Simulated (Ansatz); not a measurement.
# triplet S2: levels of theory in one basis

```xyz
2

S     0.0000    0.0000    0.0000
S     0.0000    0.0000    2.4100
```

Basis set: def2-SVP (spherical functions). Left uncorrelated: 10 orbitals. Correlation on ROHF uses semicanonical orbitals with singles. Charge 0, multiplicity 3.

Computed with Ansatz (development build ahead of 0.2.0); each method stands on the lowest determinant of its kind that the runs found.

```json
{"method": "ROHF", "E − E(ROHF) (eV)": "0.00", "<S²> of the determinant": "2.00"}
{"method": "UHF", "E − E(ROHF) (eV)": "-0.23", "<S²> of the determinant": "2.15"}
{"method": "ROHF-MP2", "E − E(ROHF) (eV)": "-5.90", "<S²> of the determinant": "–"}
```

(1) What does UHF-MP2 give on the same scale?

(2) Is a single determinant a sound starting point here?

## Answers

(1) -5.69 eV.

(2) Only with care. Unrestricted orbitals gain 0.23 eV and <S²> is 2.15 against 2.00 for a pure state, a contamination that matters most for the unrestricted series.

Caution for UHF, UHF-MP2: the unrestricted determinant is spin contaminated. Caution for ROHF-MP2, UHF-MP2: bonds are stretched, where a single reference can fail; forces differ strongly between restricted and unrestricted references.
